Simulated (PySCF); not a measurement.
Stepwise substitution at one centre (B Cl-Br). Gas-phase values, no solvent. Strings in code marks are SMILES.

Method: PBE-D3(BJ)/def2-TZVP // PBE0-D4/def2-TZVP run with PySCF 2.14.0. All candidates: neutral, multiplicity 1. Delta-SCF ions had no search for a lower state. Excitations are Tamm–Dancoff values on a coarser integration grid. The basis has no diffuse functions, so Rydberg states are missing or too high.

```
Property                                        Value
-------------------------------------------  --------
HOMO                                         -7.31 eV
vertical ionisation energy (Delta-SCF)       10.38 eV
brightest of the four lowest singlets (TDA)   5.94 eV
```

Problem. Name which member has these values.
(A) `ClB(Br)Br`
(B) `ClB(Cl)Cl`
(C) `BrB(Br)Br`
(D) `ClB(Cl)Br`

Solution. D, `ClB(Cl)Br`. The others give `ClB(Cl)Cl`: -7.65 eV, 10.77 eV, 6.71 eV; `BrB(Br)Br`: -7.01 eV, 9.82 eV, 5.59 eV; `ClB(Br)Br`: -7.13 eV, 10.07 eV, 5.66 eV
